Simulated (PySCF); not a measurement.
Compound: ethanolate, C₂H₅O (charge -1).
Z-matrix (Å and degrees, GFN2-xTB geometry), rows numbered from 1:
```
C 
C   1  1.5781
O   2  1.2953  1  116.18
H   1  1.0898  2  109.55  3   -59.34
H   1  1.0898  2  109.56  3    59.32
H   1  1.0941  2  111.25  3  -179.98
H   2  1.1617  1  103.71  3  -126.64
H   2  1.1615  1  103.67  3   126.66
```

ESP-fitted charges (e) from the PBE0/pcSseg-1 density (PySCF), one withheld:

```json
{"atom": "C1", "bonded to": "C2 H4 H5 H6", "charge": "?"}
{"atom": "C2", "bonded to": "C1 O3 H7 H8", "charge": "+0.9069"}
{"atom": "O3", "bonded to": "C2", "charge": "-0.9712"}
{"atom": "H4", "bonded to": "C1", "charge": "+0.0058"}
{"atom": "H5", "bonded to": "C1", "charge": "+0.0051"}
{"atom": "H6", "bonded to": "C1", "charge": "-0.0333"}
{"atom": "H7", "bonded to": "C2", "charge": "-0.2976"}
{"atom": "H8", "bonded to": "C2", "charge": "-0.2990"}
```

Question: What is the charge on C1?

Answer: The charges add up to the total charge, -1. The others sum to -0.6833, which leaves -0.3167 e for C1 (methyl carbon).

Question: Add each hydrogen's charge to the atom that carries it.

Answer: C1 -0.3391, C2 +0.3103. Atoms without hydrogen keep their charges.

Question: Across which bond do the charges differ most?

Answer: C2–O3: +0.9069 on C2 against -0.9712 on O3, a difference of 1.8781 e. The lower charge is on the more electronegative element of the two (Pauling values: O 3.44, C 2.55).

Question: Take the bonds between elements whose Pauling electronegativities differ by more than 0.25. In how many does the more electronegative atom carry the lower charge?

Answer: In 4 of 6; it doesn't in C2–H7 and C2–H8.

Question: How much positive and how much negative charge does this set hold in all?

Answer: +0.9178 e on 3 atoms and -1.9178 e on 5.

The ESP scheme fits charges at the nuclei, held to the total charge, to the electrostatic potential on points at 1.4 to 2.0 times the van der Waals radii. Isolated species at its GFN2-xTB geometry, gas phase. The pcSseg-1 basis has no diffuse functions, a weakness for an anion. The HOMO energy is positive at this level (+1.07 eV), so the outermost electrons may be held by the finite basis alone.

The run behind these numbers computed NMR shieldings as well. Time: 3.5 s of wall time. Hardware: an x86-64 server with one thread, no GPU, shared host.
